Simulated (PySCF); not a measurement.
Input of a run (PBE0-D3(BJ)/def2-SVP geometry optimisation, gas phase (PySCF 2.14.0)), started from GFN2-xTB:
```
{"job": {"xc": "PBE0", "basis": "def2-SVP", "d3": "d3bj", "grid": 1, "shake": 0.01, "kind": "geom"}, "charge": 0, "multiplicity": 1}
Si    -0.949810    -0.005620    -0.043220
C      0.924830    -0.181040    -0.035790
Cl     1.640890     1.294570     0.655970
H     -1.379870     0.208290     1.327960
H     -1.307440     1.169220    -0.885060
H     -1.519540    -1.208420    -0.620090
H      1.364110    -0.293230    -1.028370
H      1.281970    -1.002920     0.576130
```

Output (energies in Eh, forces in Eh/bohr):
```
step   0  E = -790.20531516  max force = 0.014348
step   1  E = -790.20732935  max force = 0.002495
step   2  E = -790.20739539  max force = 0.000784
step   3  E = -790.20740001  max force = 0.000287
optimisation converged
```

Summarise the run.

The energy falls by 1.3 kcal/mol over 4 energy and gradient evaluations, the largest force component goes from 0.0143 to 2.9e-04 Eh/bohr, and the atoms move by 0.032 Å rms after alignment. The bond that changes most is Si1–H6 (SiH3 silicon to Si–H hydrogen), which lengthens by 0.046 Å. Bonds longer at the end by more than 0.005 Å: 6 of 7; shorter: 0. Among the angles that change most is H4–Si1–H6, from 112.4° to 109.5°. The energy never rose by more than 1e-6 Eh on the way. The first step brought 97 % of the lowering.

What are the final bond lengths?

Si1–C2 1.893 Å, C2–Cl3 1.792 Å, Si1–H4 1.491 Å, Si1–H5 1.491 Å, Si1–H6 1.496 Å, C2–H7 1.100 Å, C2–H8 1.100 Å. Numbering counts from 1 in the input's order; the species is `[SiH3]CCl`.

The run used 75 basis functions and 23 SCF cycles in all. The run took 6.3 s of wall time on an Arm Neoverse V2 with one thread, no GPU, on a shared host, and the process peaked at 0.32 GiB of memory.

Not checked by PBE0-D3(BJ)/def2-SVP frequencies.
